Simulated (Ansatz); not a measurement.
A run of Ansatz (development build ahead of 0.2.0) on doublet NO at this shape:

```xyz
2

N     0.0000    0.0000   -0.6580
O     0.0000    0.0000    0.5758
```

Its results:

| Quantity | Value |
| --- | --- |
| Converged | yes |
| Total energy | -129.28671 hartree |
| Spin squared of the determinant | 1.161 |

Question: Which input gives this output? Name the method, the orbitals and the basis set, and write the input.

Answer: UHF in def2-TZVP.

```yaml
crystal:
  periodic: [false, false, false]
  atoms:
    - { symbol: "N", position_ang: [0.0, 0.0, -0.65802] }
    - { symbol: O, position_ang: [0.0, 0.0, 0.57577] }
basis:
  gaussian: { orbitals: def2-TZVP }
magnetization:
  spin_polarized: true
  initial_magnetization: 1
hamiltonian:
  xc: hf
```

Caution: the unrestricted determinant is spin contaminated.
